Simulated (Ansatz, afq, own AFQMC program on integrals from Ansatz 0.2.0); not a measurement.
**H₂ + HO, doublet in cc-pVTZ along one coordinate**

```xyz
4

H    -1.7980    0.0498    0.0000
H    -1.0530    0.0498    0.0000
O     0.1540    0.0498    0.0000
H     0.4059   -0.8901    0.0000
```

A hydrogen atom is moved from one rigid fragment to the other; the H1–H2 distance tells how far. The two fragments are held close together, so this isn't a minimum-energy path and the start is a compressed complex. Energies in kcal/mol count from this geometry (0.745 Å) at the same level; the start stands on UHF, each point on the determinant named.

Basis cc-pVTZ. Noble-gas cores (and the filled d shells of Ga–Kr and In–Xe) are frozen. AFQMC by an in-house program on the Cholesky factors that Ansatz 0.2.0 writes for its CCSD(T) run. The CISD trial takes its coefficients from CCSD amplitudes. Released means that phaseless walkers are propagated on without the constraint, phases kept. Uncertainties: one standard error, sampling alone.

Cautions, each for one point or more: released walk and highest rung disagree.

```csv
r(H1–H2) / Å,det.,T1,weight,⟨S²⟩,CCSD(T),ph-AFQMC/CISD,released AFQMC,CCSDT(Q),wB97M-V,B3LYP
0.807,UHF,0.021,0.92,0.78,-3.3,-3.2 ± 0.1,-3.5 ± 0.2,-3.3,-3.0,-3.0
0.838,UHF,0.018,0.92,0.78,-4.9,-4.6 ± 0.1,–,-4.9,-4.4,-4.2
0.869,UHF,0.015,0.92,0.78,-6.4,-6.3 ± 0.1,-6.1 ± 0.2*,-6.4,-5.6,-5.2
0.900,UHF,0.014,0.93,0.77,-7.9,-7.7 ± 0.1,-7.9 ± 0.2,-7.8,-6.6,-6.1
0.962,UHF,0.012,0.93,0.76,-9.9,-9.8 ± 0.1,-9.8 ± 0.2,-9.8,-7.9,-6.8
```

Weight is that of the determinant in the CISD state; at the start T1 is 0.024 and the weight 0.92, and ⟨S²⟩ is 0.78. An asterisk marks released energies that aren't shown to be converged. A dash marks a missing value, a released energy that hasn't settled or a functional that sits on another state. Largest departures from CCSDT(Q), at the points where its series has closed: CCSD(T) -0.1 kcal/mol at 0.962 (on UHF), ph-AFQMC/CISD 0.3 kcal/mol at 0.838 (on UHF), released AFQMC -0.1 kcal/mol at 0.807 (on UHF) (within the noise), wB97M-V 1.9 kcal/mol at 0.962, B3LYP 3.0 kcal/mol at 0.962. Functionals count only at points shown to share the start's state and spin.

Some points may be missing: those where a free walk finds a much lower state, and past Zn most of those on another determinant than at the start.

A walk keeps the symmetry of its determinant, which the program's search chose and which needn't be the lowest solution, so a lower state of the same spin and another symmetry isn't excluded.
